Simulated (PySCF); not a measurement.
## Atomic charges by several schemes

CH₆OSi.
Z-matrix (Å and degrees, GFN2-xTB geometry), rows numbered from 1:
```
C 
Si  1  1.8989
O   2  1.6286  1  111.68
H   1  1.0852  2  111.08  3   174.68
H   1  1.0869  2  111.40  3    54.89
H   1  1.0877  2  111.96  3   -65.44
H   2  1.4565  1  112.37  3  -112.87
H   2  1.4674  1  108.65  3   121.48
H   3  0.9531  2  122.19  1    52.16
```

Density: PBE0/pcSseg-1 (PySCF); schemes: Mulliken, IAO, Hirshfeld and ESP-fitted. One conformer (not necessarily the lowest) at the GFN2-xTB geometry, without solvent, vibrations or thermal averaging.

Task: Which atoms carry the lowest charge in the Mulliken, IAO, Hirshfeld and ESP-fitted schemes?

Result: The schemes don't all agree: Mulliken C1 (-0.658); IAO O3 (-0.792); Hirshfeld O3 (-0.315); ESP-fitted O3 (-0.739).

Task: Which atoms carry the highest charge in the Mulliken, IAO, Hirshfeld and ESP-fitted schemes?

Result: All schemes agree: Mulliken Si2 (+0.843); IAO Si2 (+1.030); Hirshfeld Si2 (+0.407); ESP-fitted Si2 (+0.847).

Task: Give the atomic charges in each scheme.

Result: In e:

| atom | environment | Mulliken | IAO | Hirshfeld | ESP-fitted |
| --- | --- | --- | --- | --- | --- |
| C1 | Si-methyl carbon | -0.658 | -0.751 | -0.220 | -0.669 |
| Si2 | oxygen-bound silicon | +0.843 | +1.030 | +0.407 | +0.847 |
| O3 | silanol oxygen | -0.562 | -0.792 | -0.315 | -0.739 |
| H4 | methyl hydrogen | +0.137 | +0.160 | +0.044 | +0.150 |
| H5 | methyl hydrogen | +0.140 | +0.157 | +0.043 | +0.162 |
| H6 | methyl hydrogen | +0.133 | +0.152 | +0.041 | +0.155 |
| H7 | Si–H hydrogen | -0.129 | -0.145 | -0.082 | -0.147 |
| H8 | Si–H hydrogen | -0.143 | -0.171 | -0.094 | -0.198 |
| H9 | hydroxyl hydrogen | +0.241 | +0.361 | +0.176 | +0.438 |

Mean size of the charges over all atoms: IAO 0.413 e, ESP-fitted 0.389 e, Mulliken 0.332 e, Hirshfeld 0.158 e. Each set sums to the total charge, 0, to within 0.001 e. The ESP scheme fits charges at the nuclei, held to the total charge, to the electrostatic potential on points at 1.4 to 2.0 times the van der Waals radii.

Task: How many electrons does the ESP-fitted scheme count on O3?

Result: Z − q = 8 − (-0.739) = 8.739.

Task: Sum the charges by element, for elements with more than one atom.

Result: 
```csv
element,atoms,Mulliken,IAO,Hirshfeld,ESP-fitted
H,6,+0.378,+0.514,+0.127,+0.560
```

These values come from a run that also computed NMR shieldings. Hardware: an Arm Neoverse N1 with one thread, no GPU, shared host. Cost: 12 s of wall time (with the writing of density and orbital grids), 0.39 GiB resident at most.
